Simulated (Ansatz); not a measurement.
## Scan of [GeH3···H···Br], doublet

Starting geometry:

```xyz
6

Ge   -2.0040    0.0000    0.0000
H    -2.5155    1.4466    0.0000
H    -2.5155   -0.7233    1.2528
H    -2.5155   -0.7233   -1.2528
H    -0.4697    0.0000    0.0000
Br    1.9230    0.0000    0.0000
```

From there H5 is moved from one fragment to the other while all else, the fragments' distance too, stays fixed, so the hump isn't the reaction's barrier; atoms are numbered as listed. Energies are in kJ/mol, counted from the starting geometry at the same level.

Basis cc-pVDZ; Ansatz 0.2.0. Correlated methods freeze the noble-gas cores and the filled d shells of p-block atoms. Prefix R: restricted or restricted open-shell reference; prefix U: unrestricted. Active spaces: valence = (15e, 12o) chosen from the atoms' valence shells. No spin–orbit coupling is included, and no scalar relativity.

Runs in a small pair space aren't shown, since their orbitals change along the scan.

Full CI isn't at hand for all of this; UCCSDT(Q) serves as the reference, and is uncertain by about the last step of the cluster series. The frozen core follows each run's orbitals, which can shift R against U totals by a few meV for light atoms and by up to 0.1 eV past Ca.

```tsv
distance Ge1-H5 (Å)	UCCSDT(Q)	error RHF	error RMP2	error RCCSD(T)	error UCCSD(T)	error CASSCF (valence space)	error NEVPT2 (valence space)
1.534	0.0	0.0	0.0	0.0	0.0	0.0	0.0
1.658	7.6	6.4	1.5	0.2	0.2	-0.3	-0.8
1.904	45.7	31.1	5.9	0.9	1.0	2.7	-4.4
2.151	46.7	43.7	0.7	1.1	1.2	4.7	-8.7
2.397	4.0	24.3	-3.1	0.6	0.5	5.0	-8.6
```

Errors are those of relative energies. In total energy the starting point itself misses UCCSDT(Q) by: RHF 684.3, RMP2 125.0, RCCSD(T) 2.8, UCCSD(T) 2.6, CASSCF (valence space) 529.7, NEVPT2 (valence space) 141.2 kJ/mol.

Spread of the error over the points with a reference, to 2.397 Å (largest less smallest): RCCSD(T) 1.1, UCCSD(T) 1.2, CASSCF (valence space) 5.3, NEVPT2 (valence space) 8.7, RMP2 9.0, RHF 43.7 kJ/mol.
